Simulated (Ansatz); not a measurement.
**AlNH₄: up Jacob's ladder to CCSD(T)**

The task here is to estimate one member of a computed series from the others.

Method: functionals in def2-TZVPP, the program's frozen cores in correlated methods; program: Ansatz 0.2.0, Gaussian basis.

Levels to be run: LDA (SPW92), PBE-D4, revPBE-D4, BLYP-D4, r2SCAN-D4, B97M-V, PBE0-D4, B3LYP-D4, r2SCANh-D4, r2SCAN0-D4, HSE06-D4, BHLYP-D4, CAM-B3LYP-D4, LC-ωPBE, ωB97X-V, ωB97M-V, B2PLYP, PBE-QIDH; CCSD(T)/def2-SVP; CCSD(T)/def2-TZVPP; CCSD(T)/def2-QZVPP; extrapolation to the limit; RPA on PBE.

**Structure used throughout**

All runs share one geometry, relaxed beforehand with PBE0-D4 in a triple-zeta def2 set.

SMILES `[NH2][AlH2]`, 6 atoms, charge 0, spin multiplicity 1.

Atoms are counted from 1 here; the program's logs count them from 0.

Bond lengths: N1–Al2 1.766 Å, N1–H3 1.007 Å, N1–H4 1.007 Å, Al2–H5 1.583 Å, Al2–H6 1.583 Å. Angles: Al2–N1–H3 124.9°, Al2–N1–H4 124.9°, H3–N1–H4 110.2°, N1–Al2–H5 117.9°, N1–Al2–H6 117.9°, H5–Al2–H6 124.3°.

As a file:

```
N     0.0502   -0.9436    0.0780
Al   -0.0312    0.8134   -0.0834
H     0.2858   -1.5801   -0.6662
H    -0.1323   -1.4531    0.9275
H     0.2888    1.4422   -1.5009
H    -0.4193    1.6574    1.1989
```

The first run:

The input, in.yaml:

```yaml
crystal:
  periodic: [false, false, false]
  atoms:
    - {symbol: N, position_ang: [0.050204, -0.943619, 0.077987]}
    - {symbol: Al, position_ang: [-0.031150, 0.813368, -0.083396]}
    - {symbol: H, position_ang: [0.285838, -1.580129, -0.666210]}
    - {symbol: H, position_ang: [-0.132347, -1.453084, 0.927470]}
    - {symbol: H, position_ang: [0.288810, 1.442194, -1.500909]}
    - {symbol: H, position_ang: [-0.419256, 1.657369, 1.198858]}
basis:
  gaussian: {orbitals: def2-TZVPP}
hamiltonian: {xc: lda}
output: {orbitals: {seedname: orbitals}}
```

Run with:

```
ansatz run in.yaml --threads 2 --pin off --events-out ev --progress --plain --max-ram 32768MiB --backend cpu
```

Among the steps run: LDA; PBE-D4 (GGA); revPBE-D4 (GGA); BLYP-D4 (GGA); r2SCAN-D4 (meta-GGA); B97M-V (meta-GGA); B3LYP-D4 (hybrid); r2SCANh-D4 (hybrid); r2SCAN0-D4 (hybrid); HSE06-D4 (hybrid); BHLYP-D4 (hybrid); CAM-B3LYP-D4 (range-separated); LC-ωPBE (range-separated); ωB97X-V (range-separated); ωB97M-V (range-separated); B2PLYP (double hybrid); PBE-QIDH (double hybrid).

One of the session's tables, all rows but one given; the rest of the session is left out.

It belongs to the step «Frontier levels by functional». 

| functional | HOMO (eV) | gap (eV) |
| --- | --- | --- |
| LDA (SPW92) | -6.42 | 4.81 |
| PBE-D4 | -6.24 | 4.84 |
| revPBE-D4 | -6.17 | 4.86 |
| BLYP-D4 | -6.10 | 4.81 |
| r2SCAN-D4 | -6.50 | 5.47 |
| B97M-V | -6.58 | 5.29 |
| PBE0-D4 | -7.58 | 6.93 |
| B3LYP-D4 | -7.33 | 6.48 |
| r2SCANh-D4 | -7.01 | 6.23 |
| r2SCAN0-D4 | -7.78 | 7.36 |
| HSE06-D4 | -7.17 | 6.16 |
| BHLYP-D4 | -8.84 | 8.93 |
| CAM-B3LYP-D4 | -9.02 | 9.29 |
| LC-ωPBE | -10.48 | 11.82 |
| ωB97X-V | ? | ? |
| ωB97M-V | -9.98 | 10.94 |

Q: Estimate the row for ωB97X-V from the others.

The run gave: HOMO (eV): -10.07; gap (eV): 11.31. In the column «HOMO (eV)» it lies between LC-ωPBE (-10.48) and ωB97M-V (-9.98).
